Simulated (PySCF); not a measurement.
SiF₄, SMILES F[Si](F)(F)F.

Coordinates come from a ωB97X-D3(BJ)/def2-SVP optimisation. The isomer is the one that the SMILES or the coordinates give; other isomers of the formula were not compared.

Two levels are set side by side: PBE/def2-TZVP (PySCF) and PBE0/def2-TZVP (PySCF). Same geometry, gas phase. Differences are taken from unrounded values.

```tsv
quantity	PBE0	PBE	PBE minus PBE0
orbital gap (eV)	12.92	9.65	-3.26
highest occupied level (eV)	-12.76	-10.58	2.19
lowest empty level (eV)	0.15	-0.92	-1.08
mean polarisability (bohr³)	20.6	22.0	1.4
```

PBE's occupied levels lie high since its potential decays too fast outside the molecule; exact exchange lowers them and widens the gap. PBE's more diffuse valence density responds more strongly to a field. Differences between two approximate levels are no errors against the true value.

Rough cost on one machine, each run with all the roots and properties that it gave: PBE0 against PBE within a factor of 2.
